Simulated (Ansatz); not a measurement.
Geometry optimisation, RKS BLYP/6-31G in Ansatz.

input.yaml

```yaml
crystal:
  periodic: [false, false, false]
  atoms:
    - { symbol: Si, position_ang: [0.0, 0.0, 0.0] }
    - { symbol: O, position_ang: [0.0, 0.0, 1.68] }
    - { symbol: H, position_ang: [-0.9095, -0.2814, 2.0171] }
    - { symbol: C, position_ang: [1.7634, 0.0, -0.6227] }
    - { symbol: H, position_ang: [2.1111, -1.0463, -0.7509] }
    - { symbol: H, position_ang: [1.8119, 0.5276, -1.5981] }
    - { symbol: H, position_ang: [2.4154, 0.5187, 0.1108] }
    - { symbol: H, position_ang: [-0.6877, 1.1914, -0.4862] }
    - { symbol: H, position_ang: [-0.6877, -1.1914, -0.4862] }
basis:
  gaussian: { orbitals: "6-31G" }
hamiltonian:
  xc: blyp
relax:
  f_tol: 0.02
  max_steps: 40
```

Run as:

```bash
$ ansatz run input.yaml --threads 1 --pin off --max-ram 2048MiB --backend cpu --events-out ev --progress --plain --runs-dir out
```

**Question.** Where does it end, and by what steps?

**Answer.** The forces met the threshold. The force dipped under the threshold on the way, but the program's further checks kept it going. Limits of this set-up: no polarisation functions. After 12 steps the energy has fallen by 0.302 eV; H5 moved furthest, 0.39 Å.

| step | energy less start (eV) | largest force component (eV/Å) | accepted |
| --- | --- | --- | --- |
| 0 | 0.0000 | 2.503 | yes |
| 1 | -0.2282 | 1.087 | yes |
| 2 | -0.2873 | 0.178 | yes |
| 3 | -0.2966 | 0.075 | yes |
| 4 | -0.2883 | 0.490 | no |
| 5 | -0.3010 | 0.036 | yes |
| 6 | -0.3000 | 0.197 | no |
| 7 | -0.3009 | 0.108 | no |
| 8 | -0.3017 | 0.016 | yes |
| 9 | -0.3023 | 0.038 | yes |
| 10 | -0.3024 | 0.025 | yes |
| 11 | -0.2997 | 0.192 | no |
| 12 | -0.3025 | 0.001 | yes |

```xyz
9
Properties=species:S:1:pos:R:3
Si -0.043 0.013 -0.052
O 0.000 -0.267 1.682
H -0.837 -0.303 2.197
C 1.781 0.002 -0.617
H 2.249 -0.970 -0.393
H 1.846 0.180 -1.704
H 2.350 0.789 -0.099
H -0.697 1.347 -0.381
H -0.832 -1.073 -0.769
```

Whether the end is a true minimum wasn't checked by a vibrational analysis.

Time of the run: 23 s on 1 thread of Arm Neoverse V2, with other jobs on the host, peak memory 0.12 GiB.
